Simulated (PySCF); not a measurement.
# Dipole moment and polarisability of B(NH2Me)H3

Species: B(NH2Me)H3, CH8BN.
Cartesian coordinates in Å at the PBE0-D3(BJ)/def2-SVP level; atoms count from 1:
```xyz
11
CH8BN angstrom
B     -0.2451   -0.4015   -1.2662
N     -0.2476   -0.4162    0.3616
C      0.4346    0.7199    0.9861
H      0.1777   -1.2936    0.6652
H     -1.2202   -0.4568    0.6703
H      0.4024    0.6688    2.0848
H      1.4767    0.7309    0.6429
H     -0.0440    1.6450    0.6408
H      0.9365   -0.4171   -1.5946
H     -0.8198    0.6332   -1.5879
H     -0.8511   -1.4125   -1.6030
```

Level: wB97X-D/def2-SVPD (PySCF), static field, nuclei fixed, core orbitals frozen in the response. The polarisability tensor in these axes (au):

```
x   41.85  1.23  1.45
y    1.23 43.15  2.40
z    1.45  2.40 44.97
```

Question: What are the eigenvalues, a third of the trace, and Δα (Δα² = ½Σ(αi − αj)² over the three pairs)?

Answer: Principal values 41.10, 41.58 and 47.29 au; mean 43.32 au = 6.42 Å³ = 7.14 × 10⁻⁴⁰ C²·m²/J; Δα = 5.96 au (14 % of the mean).

Question: What is the dipole moment, and where does it point?

Answer: (0.10, 0.14, 5.40) D, 5.40 D in size, pointing from the negative to the positive side. Measured along this direction, the outermost atoms are H11, H10 and H9 at the negative end and H6 at the positive end.

Question: Sum over states: ᾱ = Σ f/ω², ω in Eh. What share falls to these 10 lowest TDDFT singlets (eV, f)? 7.10, 0.0308; 7.14, 0.0272; 8.54, 0.0871; 8.55, 0.0831; 8.69, 0.0000; 8.72, 0.0011; 8.82, 0.0006; 8.92, 0.0026; 8.99, 0.0394; 9.45, 0.0583.

Answer: They add up to 3.46 au, 8.0 % of the 43.32 au; the largest single term is 0.88 au, from the state at 8.54 eV. Terms in order: 0.45, 0.39, 0.88, 0.84, 0.00, 0.01, 0.01, 0.02, 0.36, 0.48 au. Higher excitations give the rest. The strengths listed sum to 0.330.

Question: Estimate the molar refractivity from the static electronic polarisability.

Answer: Lorentz–Lorenz: R = (4π/3)N_A α = 2.5225 cm³/(mol·Å³) × 6.42 Å³ = 16.2 cm³/mol, in the limit of long wavelengths.

Question: How large is μ²/3kT at 298 K beside α?

Answer: In Gaussian units μ²/3kT = 236.20 Å³ against 6.42 Å³, a ratio of 36.79; the Debye molar polarisation (4π/3)N_A(α + μ²/3kT) is 612.0 cm³/mol, leaving out the vibrational part.

Question: What are the principal values of the traceless quadrupole moment, Θ = ½Σq(3rr − r²1), about the centre of nuclear charge?

Answer: -6.75, 2.42, 4.33 D·Å. The values depend on the origin, since the dipole doesn't vanish. The electronic extent ⟨r²⟩ about the same centre is 231 bohr², a root-mean-square distance of 1.58 Å for the 26 electrons.

Geometry: PBE0-D3(BJ)/def2-SVP; no solvent, vibrations or thermal averaging.

wB97X-D is run here without its empirical dispersion term; that term would change no orbital, density or response property at a fixed geometry.
